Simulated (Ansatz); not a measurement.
# CH3FNP: one species, many methods

The task here is to estimate one member of a computed series from the others.

The runs use Ansatz 0.2.0, Gaussian basis; functionals in def2-TZVPP, the program's frozen cores in correlated methods.

Levels to be run: LDA (SPW92), PBE-D4, revPBE-D4, BLYP-D4, r2SCAN-D4, B97M-V, PBE0-D4, B3LYP-D4, r2SCANh-D4, r2SCAN0-D4, HSE06-D4, BHLYP-D4, CAM-B3LYP-D4, LC-ωPBE, ωB97X-V, ωB97M-V, B2PLYP, PBE-QIDH; CCSD(T)/def2-SVP; CCSD(T)/def2-TZVPP; MP2/def2-QZVPP; extrapolation to the limit; RPA on PBE.

### Structure used throughout

All runs share one geometry, relaxed beforehand with PBE0-D4 in a triple-zeta def2 set.

SMILES `F/C=N/P`, 7 atoms, charge 0, spin multiplicity 1.

Atoms are counted from 1 here; the program's logs count them from 0.

Bond lengths: F1–C2 1.328 Å, C2–N3 1.243 Å, C2–H5 1.094 Å, N3–P4 1.742 Å, P4–H6 1.420 Å, P4–H7 1.420 Å. Angles: F1–C2–N3 120.5°, F1–C2–H5 110.5°, N3–C2–H5 129.0°, C2–N3–P4 115.5°, N3–P4–H6 96.1°, N3–P4–H7 96.1°, H6–P4–H7 92.0°.

The first run:

in.yaml

```yaml
crystal:
  periodic: [false, false, false]
  atoms:
    - {symbol: F, position_ang: [-0.870874, -2.286492, 0.286523]}
    - {symbol: C, position_ang: [-0.152608, -1.173912, 0.379049]}
    - {symbol: N, position_ang: [-0.443825, -0.177221, -0.304342]}
    - {symbol: P, position_ang: [0.583493, 1.211897, -0.081704]}
    - {symbol: H, position_ang: [0.659453, -1.300993, 1.101121]}
    - {symbol: H, position_ang: [0.752884, 1.498277, -1.462588]}
    - {symbol: H, position_ang: [-0.467223, 2.160443, 0.036142]}
basis:
  gaussian: {orbitals: def2-TZVPP}
hamiltonian: {xc: lda}
output: {orbitals: {seedname: orbitals}}
```

Launch:

```sh
> ansatz run in.yaml --threads 2 --pin off --events-out ev --progress --plain --max-ram 4352MiB
```

Among the steps run: LDA; PBE-D4 (GGA); revPBE-D4 (GGA); BLYP-D4 (GGA); r2SCAN-D4 (meta-GGA); B97M-V (meta-GGA); PBE0-D4 (hybrid); B3LYP-D4 (hybrid); r2SCANh-D4 (hybrid); r2SCAN0-D4 (hybrid); HSE06-D4 (hybrid); BHLYP-D4 (hybrid); CAM-B3LYP-D4 (range-separated); LC-ωPBE (range-separated); ωB97X-V (range-separated); ωB97M-V (range-separated); B2PLYP (double hybrid); PBE-QIDH (double hybrid).

One of the session's tables, all rows but one given; the rest of the session is left out.

It belongs to the step «Orbital energies across the functionals». 

```
  functional  HOMO (eV)  gap (eV)
 LDA (SPW92)      -6.06      4.07
      PBE-D4      -5.94      4.21
   revPBE-D4      -5.88      4.25
     BLYP-D4      -5.83      4.23
   r2SCAN-D4      -6.18      4.66
      B97M-V      -6.30      4.89
     PBE0-D4      -7.18      6.57
    B3LYP-D4      -6.99      6.11
  r2SCANh-D4      -6.64      5.54
  r2SCAN0-D4      -7.34      6.86
    HSE06-D4      -6.78      5.78
    BHLYP-D4      -8.34      8.96
CAM-B3LYP-D4      -8.54      9.15
     LC-ωPBE      -9.86     11.72
     ωB97X-V          ?         ?
     ωB97M-V      -9.40     11.09
```

Q: Estimate the row for ωB97X-V from the others.

As computed: HOMO (eV): -9.52; gap (eV): 11.31. In the column «HOMO (eV)» it lies between LC-ωPBE (-9.86) and ωB97M-V (-9.40).
